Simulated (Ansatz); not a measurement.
## Pd: experiment and calculation

**What was measured.**

From “Dislocation healing during hydrogen absorption and desorption in palladium”, 2022, arxiv:2204.14071, for a bulk crystal of Pd at 293.15 K: lattice constant a 3.8902 ± 0.0006 Å.

The runs below are set against these values where they give the same quantity.

All numbers below come from DFT PBEsol, scalar-relativistic, plane waves, PAW (Ansatz 0.2.0).

Cutoff 420 eV; k points 18×18×18 on the computed 1-atom cell (Γ-centred); Gaussian smearing, width 0.10 eV; no spin polarisation.

Relaxed structure, symmetry kept:

```cif
data_structure
_symmetry_space_group_name_H-M 'Fm-3m'
_symmetry_Int_Tables_number 225
_cell_length_a 3.8750
_cell_length_b 3.8750
_cell_length_c 3.8750
_cell_angle_alpha 90.000
_cell_angle_beta 90.000
_cell_angle_gamma 90.000
_cell_volume 58.18
loop_
_atom_site_label
_atom_site_type_symbol
_atom_site_symmetry_multiplicity
_atom_site_Wyckoff_symbol
_atom_site_fract_x
_atom_site_fract_y
_atom_site_fract_z
_atom_site_occupancy
Pd1 Pd 4 a 0.00000 0.00000 0.00000 1
```

| Item | Value |
| --- | --- |
| Space group | Fm-3m (No. 225) |
| Volume per atom | 14.55 Å³ |
| Formation energy from the elements' standard states (uncorrected) | +0.001 eV/atom |
| Kohn–Sham band gap | none (metal) |
| Density of states at the Fermi level | 2.30 states/eV per cell |
| Löwdin character within 0.5 eV of the Fermi level | Pd 4d 93 %, unprojected 7 % |
| Bulk modulus | 205 GPa |
| Its pressure derivative | 5.4 |
| Bader charges (e) | Pd (1 in the cell) 0.00 |

Measured lattice constant a of Pd: 3.8902 Å (293.15 K; quoted in the paper above). This calculation gives 3.875 Å (-0.4 %). The calculation is for 0 K without zero-point motion.